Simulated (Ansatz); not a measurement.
Reaction: CH4N (SMILES C[NH], doublet) → CH4N- (SMILES C[NH-]) (an electron is taken up)
Each species at its own B3LYP-D3(BJ)/def2-TZVP minimum (Ansatz, an electronic-structure program).

Total energies in hartree (Ansatz). UHF or UKS for unpaired electrons; spin-orbit terms are left out. Cores are frozen in correlated methods. No relativity.

```tsv
species	HF/aug-cc-pVTZ	CCSD(T)/aug-cc-pVTZ	HF/aug-cc-pVQZ	CCSD(T)/aug-cc-pVQZ	CCSD(T)/aug-cc-pVDZ	CCSDT(Q)/aug-cc-pVDZ
1: CH4N (SMILES C[NH], doublet)	-94.63268	-95.03712	-94.63837	-95.06051	-94.95117	-94.95248
2: CH4N- (SMILES C[NH-])	-94.58261	-95.04922	-94.58835	-95.07407	-94.95982	-94.96131
```

Work out the adiabatic electron affinity (electronic), positive where energy is released in eV: take Hartree-Fock from aug-cc-pVQZ, extrapolate the CCSD(T) correlation energy as X^-3 (X = 3, 4), and add CCSDT(Q) - CCSD(T) in aug-cc-pVDZ. 1 hartree = 27.211 eV.


Species 1: correlation (64·(-0.42214) - 27·(-0.40444))/37 = -0.43506; step -0.00131; E1 = -94.63837 + (-0.43506) + (-0.00131) = -95.07474
Species 2: correlation (64·(-0.48572) - 27·(-0.46661))/37 = -0.49967; step -0.00149; E2 = -94.58835 + (-0.49967) + (-0.00149) = -95.08951
+1·E1 -1·E2 = 0.01477 hartree = 0.40 eV.
